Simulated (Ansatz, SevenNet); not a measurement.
# Bulk modulus of CaB6-type LaB₆: levels of theory against measurement

Reference value: 164 ± 2 GPa (measured, room temperature, not corrected to a static lattice, isothermal; as tabulated in LaB6 under pressure, Phys. Rev. B 80, 172104 (doi 10.1103/PhysRevB.80.172104)).

```
level (code)            value (GPa)  cell (Å³/atom)
----------------------  -----------  --------------
SevenNet-l3i5                   176           10.25
LDA (Ansatz)                    189            9.83
PBE (Ansatz)                    174           10.25
PBEsol-D3(BJ) (Ansatz)          [?]            9.85
r²SCAN-D4 (Ansatz)              183           10.14
```

Q: Some entries are withheld; supply them.

A: 
- PBEsol-D3(BJ) (Ansatz, an electronic-structure program), value (GPa): 187

Differences against the reference: SevenNet-l3i5 +7.3 %, LDA +15.2 %, PBE +6.1 %, PBEsol-D3(BJ) +14.0 %, r²SCAN-D4 +11.6 %.

The reference is not for a static lattice or low temperature, so close values are not ranked against it.

The measured value isn't corrected to a static lattice, so vibrations enter the comparison. A static lattice is as a rule stiffer than a warm one, by over a tenth in soft solids.  Each level is taken at its own relaxed cell. Cutoffs differ between the levels. Ansatz's density-functional and Hartree–Fock values are scalar-relativistic unless marked +SOC, with PAW data made under PBE.

Machine-learned potentials (SevenNet-l3i5) are trained on DFT data: a solid inside that data is no test of them.

Differences are worked out from the printed values.
